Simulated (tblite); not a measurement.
Compound: C2H5O3S (charge -1).
Atom-mapped SMILES: `[CH3:1][CH2:2][S:3](=[O:4])(=[O:5])[O-:6]` (hydrogens: H7, H8, H9 on C1; H10, H11 on C2)
Bond orders are those of one Lewis drawing.

Computed with GFN2-xTB (tblite), gas phase: nudged elastic band of 9 images (0 to 8), spring 0.2 eV/Å², climbing image at the end, force threshold 0.05 eV/Å. The top image wasn't refined or checked by frequencies; at this threshold it can lie a kcal/mol or more above the true saddle point of the method.

The band describes a rotation about C2–S3 (sp3 carbon bound to sulfur, sulfonyl sulfur), followed by the dihedral C1–C2–S3–O6, from the optimised start (-60°) to a second optimised geometry at 60°.

**Question.** Give the energy profile along the converged band.

**Answer.** 
```json
{"image": "0", "dihedral (°)": "-60", "E (kJ/mol)": "0.00", "C2–S3 (Å)": "1.840", "C1···O6 (Å)": "2.97", "largest true force (eV/Å)": "0.01"}
{"image": "1", "dihedral (°)": "-46", "E (kJ/mol)": "1.51", "C2–S3 (Å)": "1.842", "C1···O6 (Å)": "2.86", "largest true force (eV/Å)": "0.03"}
{"image": "2", "dihedral (°)": "-32", "E (kJ/mol)": "4.91", "C2–S3 (Å)": "1.847", "C1···O6 (Å)": "2.80", "largest true force (eV/Å)": "0.05"}
{"image": "3", "dihedral (°)": "-17", "E (kJ/mol)": "8.23", "C2–S3 (Å)": "1.852", "C1···O6 (Å)": "2.77", "largest true force (eV/Å)": "0.04"}
{"image": "4", "dihedral (°)": "-1", "E (kJ/mol)": "9.71", "C2–S3 (Å)": "1.855", "C1···O6 (Å)": "2.75", "largest true force (eV/Å)": "0.04"}
{"image": "5", "dihedral (°)": "14", "E (kJ/mol)": "8.61", "C2–S3 (Å)": "1.853", "C1···O6 (Å)": "2.76", "largest true force (eV/Å)": "0.05"}
{"image": "6", "dihedral (°)": "30", "E (kJ/mol)": "5.38", "C2–S3 (Å)": "1.848", "C1···O6 (Å)": "2.80", "largest true force (eV/Å)": "0.05"}
{"image": "7", "dihedral (°)": "45", "E (kJ/mol)": "1.71", "C2–S3 (Å)": "1.842", "C1···O6 (Å)": "2.86", "largest true force (eV/Å)": "0.04"}
{"image": "8", "dihedral (°)": "60", "E (kJ/mol)": "0.00", "C2–S3 (Å)": "1.840", "C1···O6 (Å)": "2.98", "largest true force (eV/Å)": "0.01"}
```

Barriers of this band. The top is image 4 at -1°: 9.7 kJ/mol in either direction, as the ends lie within 0.002 eV of each other (their dihedrals are equal and opposite within 4°). The central bond is 0.015 Å longer at the top than at the start.

**Question.** What rate follows at 298 K for crossing this barrier forward?

**Answer.** Taking the electronic barrier for the free energy of activation (no zero-point or entropy terms, transmission 1), rate = (kT/h)·exp(−ΔE/kT) ≈ 1 × 10^11 s⁻¹, whose inverse is 8 × 10^-12 s. An error of 1 kcal/mol in the barrier changes this by a factor of 5, and the method and the loose band can each miss by that much or more. The barrier is only 3.9 kT, where transition-state theory is rough.

What follows is the cost of the whole band run. On an AMD EPYC 9R45 with one thread, on a shared host, this took 0.92 s of wall time and 0.18 GiB of memory at its peak.
